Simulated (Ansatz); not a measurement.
`C#CS` and `C#CO` differ in one element.

Ansatz, PBE0-D4/def2-TZVP geometries, multiplicity 1. Each molecule was computed in one conformer, which needn't be the lowest.

```csv
property,`C#CS`
HOMO–LUMO gap (PBE/def2-TZVPP) / eV,4.52
size of the dipole moment (ωB97M-V/def2-TZVPP) / D,0.81
zero-point energy (PBE0-D4/def2-TZVP) / kJ/mol,71.9
HOMO–LUMO gap (ωB97M-V/def2-TZVPP) / eV,10.81
HOMO energy (PBE0/def2-TZVPP) / eV,-6.97
HOMO energy (PBE/def2-TZVPP) / eV,-5.83
```

**Question.** What does the change do to each property? (Estimate.)

**Answer.** Ansatz gave: 
```json
{"property": "HOMO–LUMO gap (PBE/def2-TZVPP) / eV", "`C#CO`": "5.43", "shift": "0.91"}
{"property": "size of the dipole moment (ωB97M-V/def2-TZVPP) / D", "`C#CO`": "1.71", "shift": "0.90"}
{"property": "zero-point energy (PBE0-D4/def2-TZVP) / kJ/mol", "`C#CO`": "84.0", "shift": "12.1"}
{"property": "HOMO–LUMO gap (ωB97M-V/def2-TZVPP) / eV", "`C#CO`": "11.48", "shift": "0.67"}
{"property": "HOMO energy (PBE0/def2-TZVPP) / eV", "`C#CO`": "-7.29", "shift": "-0.32"}
{"property": "HOMO energy (PBE/def2-TZVPP) / eV", "`C#CO`": "-5.97", "shift": "-0.14"}
```

With PBE0 the HOMO falls by 0.32 eV and the LUMO rises by 0.72 eV, so the gap widens by about 1.04 eV. PBE moves the HOMO by -0.14 eV and ωB97M-V by -0.48 eV. Dipoles are sizes alone; their direction can turn.
